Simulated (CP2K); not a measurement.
# triplet H3NO: UPBE/TZV2P-MOLOPT-PBE-GTH (core potential)

We compute the energy of triplet H3NO. 

Program for the calculation: CP2K 2026.2.

**1. The system as given**

H3NO has 5 atoms, charge 0, and is taken as a triplet. SMILES of the parent species: `NO`. The shape is that of a PBE0-D4/def2-TZVP optimisation. This is one conformer, not always the lowest. That shape belongs to the parent species and isn't relaxed for this state.

Bond lengths: N1–O2 1.422 Å, N1–H3 1.016 Å, N1–H4 1.016 Å, O2–H5 0.960 Å. Angles: N1–O2–H5 102.8°, O2–N1–H3 104.5°, O2–N1–H4 104.5°, H3–N1–H4 106.0°.

**2. A single-point energy at UPBE/TZV2P-MOLOPT-PBE-GTH (core potential)**

File mol.inp:

```
&GLOBAL
    PROJECT_NAME mol
    RUN_TYPE ENERGY
    PRINT_LEVEL MEDIUM
&END GLOBAL

&FORCE_EVAL
    METHOD Quickstep
    &DFT
        BASIS_SET_FILE_NAME BASIS_MOLOPT_UZH
        POTENTIAL_FILE_NAME POTENTIAL_UZH
        CHARGE 0
        MULTIPLICITY 3
        LSD T
        &QS
            METHOD GPW
            EPS_DEFAULT 1.0E-10
        &END QS
        &MGRID
            CUTOFF 400
            REL_CUTOFF 50
            NGRIDS 4
        &END MGRID
        &POISSON
            PERIODIC NONE
            POISSON_SOLVER MULTIPOLE
        &END POISSON
        &SCF
            SCF_GUESS ATOMIC
            EPS_SCF 1.0E-06
            MAX_SCF 40
            &OT ON
                MINIMIZER CG
                PRECONDITIONER FULL_ALL
            &END OT
            &OUTER_SCF
                EPS_SCF 1.0E-06
                MAX_SCF 10
            &END OUTER_SCF
        &END SCF
        &XC
            &XC_FUNCTIONAL PBE
            &END XC_FUNCTIONAL
        &END XC
        &PRINT
            &MOMENTS
                PERIODIC F
                REFERENCE COM
                MAX_MOMENT 1
            &END MOMENTS
            &MO_CUBES
                NLUMO 3
                NHOMO -1
                WRITE_CUBE F
            &END MO_CUBES
            &HIRSHFELD OFF
            &END HIRSHFELD
        &END PRINT
    &END DFT
    &SUBSYS
        &CELL
            ABC [angstrom] 9.2 9.2 8
            PERIODIC NONE
        &END CELL
        &COORD
            N      4.453200     4.336170     3.647905
            O      4.982780     5.363500     4.477135
            H      4.455630     3.507440     4.235845
            H      3.476670     4.587620     3.522865
            H      5.723330     5.692560     3.961635
        &END COORD
        &KIND N
            BASIS_SET TZV2P-MOLOPT-PBE-GTH-q5
            POTENTIAL GTH-PBE-q5
        &END KIND
        &KIND O
            BASIS_SET TZV2P-MOLOPT-PBE-GTH-q6
            POTENTIAL GTH-PBE-q6
        &END KIND
        &KIND H
            BASIS_SET TZV2P-MOLOPT-PBE-GTH-q1
            POTENTIAL GTH-PBE-q1
        &END KIND
    &END SUBSYS
&END FORCE_EVAL
```

Started as:

```bash
OMP_NUM_THREADS=1 cp2k.psmp -i mol.inp -o mol.out
```

Q: Predict the results. Wanted: total energy; dipole moment; HOMO energy; ⟨S²⟩.

**Answer.** As computed:

Level: UPBE/TZV2P-MOLOPT-PBE-GTH (core potential).

| quantity | value |
| --- | --- |
| total energy | -27.47234 Eh |
| dipole moment | 1.94 D |
| HOMO energy (highest over α and β) | -0.53 eV |
| ⟨S²⟩ | 2.004 |
